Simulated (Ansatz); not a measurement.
# [H···H···SiH], doublet along the distance H1-H2

Starting geometry:

```xyz
4

H    -2.6780    0.0479    0.0000
H    -1.9330    0.0479    0.0000
Si    0.1460    0.0479    0.0000
H     0.5424   -1.4316    0.0000
```

From there atom H2 is moved from one fragment to the other while all else, the fragments' distance too, stays fixed; atoms are numbered as listed. Energies are in eV, counted from the starting geometry at the same level.

Basis 6-31G; Ansatz 0.2.0. Only valence electrons are correlated (noble-gas cores frozen). Prefix R: restricted or restricted open-shell reference. Active spaces: valence = (7e, 7o) chosen from the atoms' valence shells.

Coupled cluster chose its determinant by a search with trial CCSD, here up to 0.04 eV above the lowest Hartree–Fock solution of its kind. Runs in a small pair space aren't shown, since their orbitals change along the scan. A value is left out where its run failed or describes another state than the reference as far as symmetry and spin tell, or, spin-broken singlets apart, can't be checked. The reference follows the lowest state, whose symmetry changes from A'' to A' between 1.201 and 1.293.

Full CI is exact within this basis and frozen core; it isn't the basis-set limit.

```json
{"distance H1-H2 (Å)": "0.693", "full CI": "0.035", "unpaired electrons (full CI)": "1.04", "error RCCSD": "-0.001", "error RCCSD(T)": "0.000", "error RCCSDT(Q)": "0.000", "error RCCSDTQ": "0.000", "error MRCISD (valence space)": "0.000", "error MRCISD+Q (valence space)": "0.000"}
{"distance H1-H2 (Å)": "0.745", "full CI": "0.000", "unpaired electrons (full CI)": "1.04", "error RCCSD": "0.000", "error RCCSD(T)": "0.000", "error RCCSDT(Q)": "0.000", "error RCCSDTQ": "0.000", "error MRCISD (valence space)": "0.000", "error MRCISD+Q (valence space)": "0.000"}
{"distance H1-H2 (Å)": "0.836", "full CI": "0.154", "unpaired electrons (full CI)": "1.04", "error RCCSD": "0.003", "error RCCSD(T)": "0.001", "error RCCSDT(Q)": "0.000", "error RCCSDTQ": "0.000", "error MRCISD (valence space)": "0.000", "error MRCISD+Q (valence space)": "0.000"}
{"distance H1-H2 (Å)": "0.928", "full CI": "0.464", "unpaired electrons (full CI)": "1.06", "error RCCSD": "0.008", "error RCCSD(T)": "0.003", "error RCCSDT(Q)": "0.000", "error RCCSDTQ": "0.000", "error MRCISD (valence space)": "0.000", "error MRCISD+Q (valence space)": "0.000"}
{"distance H1-H2 (Å)": "1.019", "full CI": "0.828", "unpaired electrons (full CI)": "1.10", "error RCCSD": "0.018", "error RCCSD(T)": "0.007", "error RCCSDT(Q)": "0.000", "error RCCSDTQ": "0.000", "error MRCISD (valence space)": "-0.001", "error MRCISD+Q (valence space)": "-0.001"}
{"distance H1-H2 (Å)": "1.110", "full CI": "1.185", "unpaired electrons (full CI)": "1.19", "error RCCSD": "0.036", "error RCCSD(T)": "0.014", "error RCCSDT(Q)": "0.000", "error RCCSDTQ": "0.000", "error MRCISD (valence space)": "-0.001", "error MRCISD+Q (valence space)": "-0.001"}
{"distance H1-H2 (Å)": "1.201", "full CI": "1.490", "unpaired electrons (full CI)": "1.40", "error RCCSD": "–", "error RCCSD(T)": "–", "error RCCSDT(Q)": "–", "error RCCSDTQ": "–", "error MRCISD (valence space)": "-0.003", "error MRCISD+Q (valence space)": "-0.002"}
{"distance H1-H2 (Å)": "1.293", "full CI": "1.621", "unpaired electrons (full CI)": "1.05", "error RCCSD": "0.012", "error RCCSD(T)": "0.005", "error RCCSDT(Q)": "0.000", "error RCCSDTQ": "0.000", "error MRCISD (valence space)": "0.003", "error MRCISD+Q (valence space)": "0.003"}
{"distance H1-H2 (Å)": "1.384", "full CI": "1.786", "unpaired electrons (full CI)": "1.05", "error RCCSD": "0.009", "error RCCSD(T)": "0.004", "error RCCSDT(Q)": "0.000", "error RCCSDTQ": "0.000", "error MRCISD (valence space)": "0.007", "error MRCISD+Q (valence space)": "0.008"}
```

Unpaired electrons are Σ n²(2−n)² over natural occupations. Errors are those of relative energies. In total energy the starting point itself misses full CI by: RCCSD 0.021, RCCSD(T) 0.007, RCCSDT(Q) 0.000, RCCSDTQ 0.000, MRCISD (valence space) 0.020, MRCISD+Q (valence space) 0.011 eV.

Spread of the error over the points with a reference, to 1.384 Å (largest less smallest): RCCSDTQ 0.000 (8 of 9 points), RCCSDT(Q) 0.000 (8 of 9 points), MRCISD (valence space) 0.010, MRCISD+Q (valence space) 0.010, RCCSD(T) 0.015 (8 of 9 points), RCCSD 0.037 (8 of 9 points) eV.
